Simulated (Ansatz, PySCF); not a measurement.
System: carbon monosulfide, CS (charge 0, singlet). 
Geometry from a B3LYP-D3(BJ)/def2-TZVP (Ansatz, a quantum-chemistry and plane-wave program) optimisation:
```xyz
2

C      0.0000     0.0000    -1.1142
S      0.0000     0.0000     0.4178
```
Charge 0, spin multiplicity 1.

Total electronic energies in hartree. Correlated levels leave the core frozen unless marked. No spin-orbit coupling. Non-relativistic. FCI takes restricted orbitals. CBS(X,Y): correlation extrapolated as X^-3; Hartree-Fock from the larger set (for Q and 5 zeta extrapolated as (X+1)exp(-9√X)). [CCSD(T)-MP2]/basis is that difference in the basis named.

```
level                                                                             program  energy (Eh)
-------------------------------------------------------------------------  --------------  -----------
HF/STO-3G                                                                          Ansatz   -430.47142
HF/def2-TZVPPD                                                                     Ansatz   -435.34984
RI-HF/def2-QZVPP                                                                   Ansatz   -435.36153
PBE-D4/def2-TZVPD                                                          Ansatz + dftd4   -436.02227
BLYP/def2-TZVPD                                                                    Ansatz   -436.23825
TPSS-D4/def2-TZVPD                                                          PySCF + dftd4   -436.27219
BHLYP/def2-TZVPD                                                                   Ansatz   -436.21176
B2GP-PLYP-D4/def2-TZVPD                                                    Ansatz + dftd4   -436.03140
MP2/def2-SVP                                                                       Ansatz   -435.40670
MP2/def2-TZVPPD                                                                    Ansatz   -435.65357
MP2/cc-pV(5+d)Z                                                                    Ansatz   -435.69678
MP2/CBS(def2-TZVPPD,def2-QZVPPD)                                                   Ansatz    -435.7034
SCS-MP2/STO-3G                                                                     Ansatz   -430.59044
SCS-MP2/aug-cc-pV(T+d)Z                                                            Ansatz   -435.65999
SCS-MP2/aug-cc-pV(Q+d)Z                                                            Ansatz   -435.68726
CCSD/aug-cc-pV(T+d)Z                                                               Ansatz   -435.67944
CCSD/def2-TZVPP                                                                    Ansatz   -435.66850
CCSD/CBS(def2-TZVPP,def2-QZVPP)                                                    Ansatz    -435.7126
FCI/STO-3G                                                                         Ansatz   -430.60434
RI-MP2/CBS(aug-cc-pV(T+d)Z,aug-cc-pV(Q+d)Z)+[CCSD(T)-MP2]/aug-cc-pV(D+d)Z          Ansatz    -435.7376
RI-MP2/CBS(cc-pV(T+d)Z,cc-pV(Q+d)Z)+[CCSD(T)-MP2]/cc-pV(D+d)Z                      Ansatz    -435.7351
CCSD(T)/CBS(cc-pV(T+d)Z,cc-pV(Q+d)Z)                                               Ansatz    -435.7363
CCSD(T)/CBS(cc-pV(Q+d)Z,cc-pV(5+d)Z)                                               Ansatz    -435.7375
```

Totals of different functionals don't rank their quality; only differences between species are comparable.
